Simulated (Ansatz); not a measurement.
For rock-salt PbS, LDA in Ansatz (plane waves, PAW) gives:

| Quantity | Result |
|---|---|
| lattice parameter a | 5.845 Å |
| bulk modulus | 63.8 GPa |
| cohesive energy | 4.37 eV/atom |
| band gap at the measured cell | 0.24 eV |

Question: What does PBE0 in Ansatz (plane waves, PAW) give for the same quantities?

Answer: 
- lattice constant a: 5.970 Å (goes up by 2.1 %)
- bulk modulus: 57.9 GPa (decreases by 9.2 %)
- cohesive energy: 3.38 eV/atom (decreases by 0.99 eV/atom)
- band gap at the measured cell: 1.36 eV (rises by 1.12 eV)

For comparison: lattice constant a 5.914 Å (measured, 120 K, not corrected to a static lattice; as tabulated in Noda, Masumoto, Ohba, Saito, Toriumi, Iwata, Shibuya, Acta Cryst. C 43, 1443 …); bulk modulus 60 GPa (measured, 300 K, not corrected to a static lattice, K' fixed at 4.2, sources range from 52.9 to 62.8; as tabulated in PbS at high pressure, J. Appl. Phys. 113 (4), abstract); band gap 0.37 eV (measured, temperature not stated, no zero-point or thermal correction; as tabulated in Wikipedia's data pages).

Changes are worked out from the printed values.

Unless a cell is named, each level is at its own relaxed cell (LDA 24.97, PBE0 26.60 Å³/atom).

Levels without +SOC leave out spin–orbit coupling, which shifts energies and cells of such heavy elements.

Levels without +SOC have no spin–orbit coupling; where heavier elements are present it shifts gaps, mostly down, and can invert bands. Density-functional gaps are differences of (generalised) Kohn–Sham levels.

Ansatz's density-functional and Hartree–Fock values are scalar-relativistic unless marked +SOC, with PAW data made under PBE.

Ansatz is a first-principles code.
